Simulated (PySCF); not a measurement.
# Bond curve of MgSi

Set-up: Mg pcseg-1, Si pcseg-1; no relativity (PySCF 2.14). Energies in eV from Mg + Si in their ground configurations at the same level. State: ³Σ⁻ (triplet), unpaired electrons π ↑↑.

All columns are BLYP. A positive dipole means Mg(−)Si(+).

```tsv
R (Å)	E (eV)	μ (D)	Mulliken charge on Mg (basis-dependent)	HOMO (eV)	LUMO (eV)	Mayer bond order	⟨S²⟩
2.243	-0.386	-3.72	0.31	-4.09	-3.02	1.41	2.02
2.347	-0.619	-3.83	0.31	-4.00	-3.09	1.32	2.02
2.451	-0.748	-3.92	0.31	-3.92	-3.16	1.23	2.02
2.530	-0.797	-3.97	0.31	-3.87	-3.20	1.16	2.02
2.608	-0.814	-4.00	0.30	-3.83	-3.24	1.09	2.02
2.686	-0.810	-4.02	0.30	-3.79	-3.28	1.03	2.02
2.791	-0.779	-4.02	0.30	-3.75	-3.32	0.94	2.02
2.921	-0.717	-3.99	0.29	-3.72	-3.37	0.84	2.02
3.077	-0.627	-3.91	0.27	-3.70	-3.42	0.73	2.02
3.286	-0.505	-3.74	0.25	-3.70	-3.47	0.60	2.02
```

A fit through these points gives, at Re = 2.628 Å, μ = -4.00 D and dμ/dR = -0.289 D/Å; the reduced mass is 12.91 u.

Q: How strong is the fundamental in the double-harmonic approximation, I = 42.26·(dμ/dR)²/μred km/mol?

A: I = 42.26·(-0.289)²/12.91 = 0.273 km/mol at BLYP.

The state was picked by a PBE0 search and need not be the measured ground state.
